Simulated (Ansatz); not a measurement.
## C₃H₆S, SMILES C=CCS: a ranking of conformers

Program: Ansatz 0.2.0 through its Python package.

`conformers.py`
```python
"""Conformer energies of C3H6S."""

import ansatz as az
from rdkit import Chem
from rdkit.Chem import AllChem

BASIS = "6-31G*"
FUNCTIONAL = "B3LYP"
VDW = "d4"

rd = Chem.AddHs(Chem.MolFromSmiles("C=CCS"))
ids = list(AllChem.EmbedMultipleConfs(rd, numConfs=20, randomSeed=199, pruneRmsThresh=0.4))
field = [energy for _, energy in AllChem.MMFFOptimizeMoleculeConfs(rd)]
distinct = {round(e, 2): i for i, e in zip(ids, field)}
chosen = sorted(distinct.items())[:4]
found = []
for force_field, index in chosen:
    molecule = az.Crystal.molecule()
    for atom, xyz in zip(rd.GetAtoms(), rd.GetConformer(index).GetPositions()):
        molecule = molecule.atom(atom.GetSymbol(), xyz.round(5).tolist())
    job = molecule.calculation()
    job = job.basis(gaussian=BASIS)
    job = job.functional(FUNCTIONAL, dispersion=VDW)
    found.append(job.run(threads=1, backend="cpu").report["free_energy_ev"])
print("conformer   MMFF (kcal/mol)   this level (kcal/mol)")
for (force_field, index), e in zip(chosen, found):
    print(f"{index:9d} {force_field - chosen[0][0]:17.2f} {23.060548 * (e - min(found)):17.3f}")
```

```console
$ python conformers.py
conformer   MMFF (kcal/mol)   this level (kcal/mol)
        2              0.00             0.000
        1              2.70             1.246
```

Notes:
- The conformers keep their force-field geometries.
- b3lyp holds the VWN-RPA fit, as in Gaussian; the form of ORCA and Turbomole is b3lyp5.
- Run time: 4.5 s on 1 thread of Arm Neoverse V2, with other jobs on the host, peak memory 0.26 GiB.
